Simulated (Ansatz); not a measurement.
Relaxation of BFH3N (6 atoms, charge 0, multiplicity 1), to a largest force component of 0.03 eV/Å in at most 50 steps.

Method: Ansatz, RKS PBE-D4/def2-SVP.

```xyz
6
Properties=species:S:1:pos:R:3
B 0.261 -0.056 0.276
H -0.018 -0.670 1.263
N 1.679 0.042 -0.072
H 2.397 -0.391 0.505
H 2.027 0.546 -0.889
F -0.668 0.529 -0.494
```

**Question.** Where does it end, and by what steps?

**Answer.** The run converged. After 5 steps the energy has fallen by 0.087 eV; F6 moved furthest, 0.05 Å.

| step | energy less start (eV) | largest force component (eV/Å) | accepted |
| --- | --- | --- | --- |
| 0 | 0.0000 | 2.426 | yes |
| 1 | -0.0724 | 1.120 | yes |
| 2 | -0.0851 | 0.159 | yes |
| 3 | -0.0859 | 0.122 | yes |
| 4 | -0.0865 | 0.074 | yes |
| 5 | -0.0867 | 0.001 | yes |

```xyz
6
Properties=species:S:1:pos:R:3
B 0.306 -0.061 0.280
H -0.051 -0.673 1.271
N 1.660 0.042 -0.064
H 2.400 -0.384 0.491
H 1.987 0.548 -0.888
F -0.623 0.528 -0.499
```

Whether the end is a true minimum wasn't checked by a vibrational analysis.

Run time: 7.5 s on 1 thread of Arm Neoverse V2 (shared host), peak memory 0.12 GiB.
